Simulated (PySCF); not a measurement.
Compound: beryllium dihydride, BeH₂.
Hydrogens: H2, H3 on Be1.

Computed by this run: PBE0-D3(BJ)/def2-TZVP geometry optimisation, gas phase in PySCF; density fitting, grid level 2; the optimiser is geomeTRIC in internal coordinates, started from a GFN2-xTB structure with every atom displaced at random (about 0.01 Å).

Step 0: E = -431.8048 eV
```
atom  x, y, z in Å  |  force x, y, z in eV/Å
Be1     0.0243    0.0440    0.0000   -1.167  -0.131  -0.019
H2     -1.2673   -0.1227   -0.0132   -0.569  -0.120   0.010
H3      1.2490    0.2556   -0.0060    1.735   0.251   0.008
```

Task: Estimate the geometry and energy of step 1. (The exact step hangs on the optimiser's Hessian estimate; all steps are aligned on step 0, rigid shifts and turns removed.)

Result: E = -431.8890 eV, largest force 0.410 eV/Å
```
atom  x, y, z in Å  |  force x, y, z in eV/Å
Be1    -0.0068    0.0551   -0.0055    0.385   0.071  -0.003
H2     -1.3324   -0.1405   -0.0106    0.020  -0.003   0.002
H3      1.3452    0.2624   -0.0030   -0.404  -0.068   0.001
```

The energy changes by -0.0842 eV. The first-order estimate −F·Δx gives -0.2429 eV and the mean of the old and new forces, exact on a quadratic surface, -0.0956 eV. The step makes an angle of 25° with the force vector and moves no atom by more than 0.097 Å.

The cost below is that of the whole optimisation. Hardware: one thread of an AMD EPYC 9R45, shared host. Cost: 0.76 s of wall time, 0.24 GiB resident at most.
